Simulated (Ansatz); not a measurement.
Two isomers of C3H9NO: A = `COC(C)N`, B = `CC(C)(N)O`.

Calculated with Ansatz (gas phase, PBE0-D4/def2-TZVP geometries, no zero-point term in ΔE). CCSD(T)/CBS adds triple-zeta CCSD(T) − MP2 to the extrapolated MP2 energy (def2 sets, frozen cores). DFT in def2-TZVPP. Each species was taken in one conformer, which may not be the lowest.

Question: Which isomer does CCSD(T)/CBS put lower? Give the gap. (An estimate is asked.)

Answer: The calculation gave: B, by 11.0 kcal/mol.

Question: Give E(B) − E(A) in kcal/mol with CCSD(T)/def2-SVP, MP2/def2-TZVPP, r2SCAN-D4, B2PLYP, CCSD/def2-TZVPP, HF/def2-TZVPP, PBE-D4. (An estimate is asked.)

Answer: The calculation gave: CCSD(T)/def2-SVP -9.4, MP2/def2-TZVPP -11.4, r2SCAN-D4 -9.7, B2PLYP -8.8, CCSD/def2-TZVPP -10.1, HF/def2-TZVPP -7.6, PBE-D4 -8.7. None reverses the order clearly.

Question: Does the order hold for the free energy at 298.15 K (harmonic terms from PBE0-D4)? (Best estimate.)

Answer: The calculation gave: Yes: G(B) − G(A) = -11.3 kcal/mol, for one conformer each.

Largest T1 diagnostic: 0.010.

From PBE to PBE0 (25 % exact exchange), in def2-TZVPP and without D4, E(B) − E(A) moves by −0.8 kcal/mol. Leaving LDA and LC-ωPBE aside and taking each functional with its dispersion term where it has one, the values, not all of them listed here, spread over 2.8 kcal/mol, from PBE-QIDH to BLYP-D4. LDA lies −1.2 kcal/mol from PBE without D4.
